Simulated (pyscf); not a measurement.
Optimised with ωB97X-D3(BJ)/def2-SVP in PySCF.

**Question.** For `[NH3]` + `[NH]=[Ti]([NH2])[NH2]` → `[NH2][Ti]([NH2])([NH2])[NH2]`, an addition across a multiple bond or ene-type step (singlet surface; H–N broken, N–Ti, H–N formed), PBE/def2-TZVP gives ΔE‡ = -57.7 kJ/mol and ΔE = -189.8 kJ/mol (zero: the separated reactants). In which direction and how far do B3LYP-D3(BJ)/def2-TZVP, PBE0-D3(BJ)/def2-TZVP, ωB97M-D3(BJ)/def2-TZVP move these?

**Answer.** B3LYP-D3(BJ): ΔE‡ = -51.8 kJ/mol, ΔE = -205.6 kJ/mol; PBE0-D3(BJ): ΔE‡ = -61.5 kJ/mol, ΔE = -206.6 kJ/mol; ωB97M-D3(BJ): ΔE‡ = -44.4 kJ/mol, ΔE = -199.5 kJ/mol. PBE's barrier lies among them. Its reaction energy lies over all of them, by 9.7 to 16.8 kJ/mol. On the reactant side the descent ends in an adduct with a N–Ti contact, 146.5 kJ/mol under the separated species and 93.1 kJ/mol under the saddle at ωB97X-D3(BJ)/def2-TZVP. At PBE, B3LYP-D3(BJ), PBE0-D3(BJ), ωB97M-D3(BJ) the saddle lies under the separated reactants, which points to a path from their complex (located at ωB97X-D3(BJ) alone). What is counted as formed (N–Ti) is already present as a longer contact in the reactant adduct; forming that adduct is a step of its own. At the saddle there is also a short H–Ti contact that neither side keeps. At ωB97X-D3(BJ)/def2-TZVP the barrier from the zero used here is -53.4 kJ/mol. One saddle was located; it need not be the lowest between these sides.
